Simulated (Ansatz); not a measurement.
hcp Zr, treated with LDA (Ansatz, a quantum-chemistry and plane-wave program, plane waves, PAW).

Settings: plane-wave cutoff 520 eV, 24×24×12 k mesh (along the axes of the cell as run), Fermi–Dirac smearing 0.038 eV (set by the program), scalar-relativistic PAW data made under PBE.

Computed at the level's own relaxed cell.

**Question.** What does this level give for the Poisson ratio, elastic constant C33, elastic constant C66, Young modulus, elastic constant C13, elastic constant C11, elastic constant C12 and elastic constant C44?

**Answer.** 
* **Poisson ratio**: 0.382
* **elastic constant C33**: 178 GPa
* **elastic constant C66**: 32.5 GPa
* **Young modulus**: 72.7 GPa
* **elastic constant C13**: 81.2 GPa
* **elastic constant C11**: 141 GPa
* **elastic constant C12**: 75.5 GPa
* **elastic constant C44**: 17.0 GPa

Measured, for comparison: elastic constant C33 172 GPa, elastic constant C13 64.6 GPa, elastic constant C11 155 GPa, elastic constant C12 67.2 GPa, elastic constant C44 36.3 GPa (4 K, zero-point motion not removed; as tabulated in Clouet (2012), arXiv:1210.1082). Computed (rounded) less measured: elastic constant C33 +3 %, elastic constant C13 +26 %, elastic constant C11 -9 %, elastic constant C12 +12 %, elastic constant C44 -53 %.

Elastic constants are with the ions relaxed.

The computed numbers hold no vibrational or temperature effects.
